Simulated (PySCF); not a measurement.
What each rung costs and misses: atomization of NO, doublet

Geometry (MP2(full)/6-31G*, from the G2/97 set):

```tsv
atom	x (Å)	y (Å)	z (Å)
N	0.0000	0.0000	0.0000
O	0.0000	0.0000	1.1427
```

Measured, as an electronic atomization energy: 152.7 kcal/mol (G2/97 heats of formation of molecule and atoms, with zero-point and thermal terms from B3LYP taken off; Curtiss et al., J. Chem. Phys. 106, 1063 (1997), Staroverov et al., J. Chem. Phys. 119, 12129 (2003)). The measured value holds scalar relativity and spin–orbit coupling, which all computed ones lack, and core correlation, which the wave-function levels lack. Atoms are taken at the same level, with ROHF references for molecule and atoms in the R rows. The atoms' steps beyond CCSDT are taken from full CI of the atoms, which share full CI's core. PySCF 2.14.0; the 6-31G* set has Cartesian d functions; a miss is computed less measured; times are wall times on shared hosts and scatter by a factor of two or so; they hold the correlated step alone (with one SCF for RCCSD(T)), and functionals start from a converged Hartree–Fock density. B3LYP has the VWN-RPA form, and B2PLYP's MP2 part freezes the cores. A small miss in a small set is a cancellation of the method's error against the basis error.

| level | basis | miss (kcal/mol) | time of the run | hardware |
| --- | --- | --- | --- | --- |
| UCCSD(T) | STO-3G | -70.8 | 0.08 s | 1 CPU thread |
| RCCSD(T) | STO-3G | -70.8 | 0.12 s | 1 CPU thread |
| UHF | 6-31G | -147.4 | 0.14 s | 1 CPU thread |
| UHF | cc-pVDZ | -103.7 | 0.17 s | 1 CPU thread |
| RCCSDT | STO-3G | -70.2 | 0.19 s | 1 CPU thread |
| UCCSD(T) | 6-31G | -61.1 | 0.21 s | 1 CPU thread |
| RCCSD(T) | 6-31G | -60.8 | 0.24 s | 1 CPU thread |
| UCCSD(T) | cc-pVDZ | -21.6 | 0.61 s | 1 CPU thread |
| B3LYP | STO-3G | -32.3 | 0.74 s | 1 CPU thread |
| PBE | 6-31G | -14.1 | 0.76 s | 1 CPU thread |
| B2PLYP | STO-3G | -50.0 | 0.81 s | 1 CPU thread |
| RCCSD(T) | 6-31G* | -22.0 | 0.82 s | 1 CPU thread |
| PBE0 | 6-31G | -37.2 | 0.9 s | 1 CPU thread |
| B3LYP | 6-31G | -33.1 | 0.96 s | 1 CPU thread |
| r2SCAN | STO-3G | -32.6 | 0.99 s | 1 CPU thread |
| PBE | 6-31G* | 17.1 | 1.2 s | 1 CPU thread |
| UHF | cc-pVTZ | -99.2 | 1.2 s | 1 CPU thread |
| PBE0 | 6-31G* | -2.5 | 1.3 s | 1 CPU thread |
| B2PLYP | cc-pVDZ | -5.7 | 1.5 s | 1 CPU thread |
| B2PLYP | 6-31G* | -5.8 | 1.5 s | 1 CPU thread |
| SPW92 | cc-pVTZ | 46.1 | 1.8 s | 1 CPU thread |
| r2SCAN | cc-pVDZ | -3.5 | 2.4 s | 1 CPU thread |
| r2SCAN | 6-31G* | -3.8 | 2.5 s | 1 CPU thread |
| PBE | cc-pVTZ | 19.2 | 2.9 s | 1 CPU thread |
| revPBE | cc-pVTZ | 10.0 | 2.9 s | 1 CPU thread |
| B3LYP | cc-pVTZ | 2.2 | 3.1 s | 1 CPU thread |
| BHLYP | cc-pVTZ | -20.4 | 3.2 s | 1 CPU thread |
| B97M-V | STO-3G | -28.0 | 3.3 s | 1 CPU thread |
| RCCSDT | 6-31G | -60.7 | 3.6 s | 1 CPU thread |
| wB97M-V | STO-3G | -28.2 | 3.7 s | 1 CPU thread |
| B97M-V | cc-pVDZ | -4.5 | 5.1 s | 1 CPU thread |
| wB97X-V | cc-pVTZ | 4.3 | 8.3 s | 1 CPU thread |
| B97M-V | cc-pVTZ | -1.9 | 9.9 s | 1 CPU thread |
| UHF | cc-pVQZ | -98.5 | 13 s | 1 CPU thread |
| B97M-V | cc-pVQZ | -1.5 | 21 s | 1 CPU thread |
| RCCSDT | 6-31G* | -21.9 | 66 s | 1 CPU thread |
| UCCSDT | 6-31G* | -22.0 | 68 s | 1 CPU thread |
| RCCSD(T) | cc-pVQZ | -4.4 | 2.7 min | 1 CPU thread |
| UCCSD(T) | cc-pVQZ | -4.7 | 2.7 min | 1 CPU thread |
| full CI | 6-31G | -59.8 | 6.1 min | 1 CPU thread |

HF's time is that of a plain UHF run.

The smallest set from which on each level stays within 1 kcal/mol of its own cc-pVQZ value: RHF cc-pVTZ; UHF cc-pVTZ; PBE cc-pVTZ; r2SCAN cc-pVTZ; B3LYP cc-pVTZ; wB97M-V cc-pVTZ; B2PLYP none (cc-pVTZ is 2.0 kcal/mol off); RMP2 none (cc-pVTZ is 5.2 kcal/mol off); UMP2 none (cc-pVTZ is 5.2 kcal/mol off); RCCSD(T) none (cc-pVTZ is 5.0 kcal/mol off); UCCSD(T) none (cc-pVTZ is 5.0 kcal/mol off).
